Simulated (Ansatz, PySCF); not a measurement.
Species: CH, charge 0, multiplicity 2. SMILES: [CH]
Geometry: optimised at B3LYP-D3(BJ)/def2-TZVP (Ansatz, a quantum-chemistry and plane-wave program).
Markedly spin-contaminated UHF reference, which strains HF, MP2 and, less, CCSD(T): [CH] (CH). High T1 diagnostic, so coupled cluster is less sure: [CH] (CH).

Wanted: enthalpy of formation at 298 K (from the atomisation energy, B3LYP-D3(BJ)/def2-TZVP harmonic zero-point and thermal terms from PySCF, and the atoms' enthalpies of formation in the G2/97 table; no spin-orbit terms, and no core term in the frozen-core levels), in kcal/mol. Correlated levels leave the core frozen unless marked. UHF or UKS for open shells. No spin-orbit coupling. Non-relativistic. The coupled-cluster limit lacks core correlation, which all-electron functionals hold. Basis-set limits of correlation are two-point, X^-3; Hartree-Fock from the larger set (for Q and 5 zeta extrapolated as (X+1)exp(-9√X)).

Measured: 142.5 kcal/mol (G2/97 table in ASE (Curtiss et al.)); it holds spin-orbit and relativistic effects, which these rows lack, and core correlation, which the frozen-core levels lack. This is an older compilation, not checked against later work.

| level | program | enthalpy of formation at 298 K (kcal/mol) | error against measurement |
|---|---|---|---|
| HF/def2-QZVPPD | Ansatz | 167.5 | 25.0 |
| revPBE/def2-TZVPD | Ansatz | 143.2 | 0.7 |
| r2SCAN-D4/def2-TZVPD | Ansatz + dftd4 | 143.7 | 1.2 |
| B3LYP/def2-TZVPD | Ansatz | 141.2 | -1.3 |
| CAM-B3LYP/def2-TZVPD | Ansatz | 142.1 | -0.4 |
| MP2/cc-pVTZ | Ansatz | 151.6 | 9.1 |
| MP2/def2-QZVPPD | Ansatz | 150.0 | 7.5 |
| RI-MP2/cc-pVTZ | Ansatz | 151.6 | 9.1 |
| CCSD/cc-pVDZ | Ansatz | 151.8 | 9.3 |
| CCSD(T)/CBS(cc-pVQZ,cc-pV5Z) | Ansatz | 142.8 | 0.3 |
